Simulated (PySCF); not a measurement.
Potential energy of LiAl along the bond

Set-up: Li def2-SVPD, Al def2-SVPD; no relativity (PySCF 2.14). Energies in eV from Li + Al in their ground configurations at the same level. State: ¹Σ⁺ (singlet), closed shell.

All columns are PBE0. A positive dipole means Li(−)Al(+).

```tsv
R (Å)	E (eV)	μ (D)	Mulliken charge on Li (basis-dependent)	HOMO (eV)	LUMO (eV)	Mayer bond order	⟨S²⟩
2.521	-0.675	-3.56	0.26	-3.63	-1.92	0.93	0.00
2.638	-0.790	-3.48	0.23	-3.64	-1.86	0.93	0.00
2.755	-0.856	-3.37	0.20	-3.64	-1.82	0.94	0.00
2.843	-0.880	-3.28	0.18	-3.64	-1.79	0.95	0.00
2.931	-0.887	-3.18	0.15	-3.64	-1.77	0.95	0.00
3.019	-0.880	-3.07	0.13	-3.63	-1.75	0.96	0.00
3.136	-0.854	-2.91	0.10	-3.62	-1.73	0.97	0.00
3.283	-0.800	-2.71	0.07	-3.60	-1.72	0.97	0.00
3.459	-0.713	-2.47	0.04	-3.57	-1.73	0.98	0.00
3.693	-0.576	-2.14	0.00	-3.52	-1.74	0.99	0.00
```

A fit through these points gives, at Re = 2.929 Å, μ = -3.18 D and dμ/dR = 1.20 D/Å; the reduced mass is 5.568 u.

Q: How strong is the fundamental in the double-harmonic approximation, I = 42.26·(dμ/dR)²/μred km/mol?

A: I = 42.26·(1.20)²/5.568 = 10.9 km/mol at PBE0.

Closed-shell solutions of metal pairs were not tested for spin polarisation, which can lower them a little.
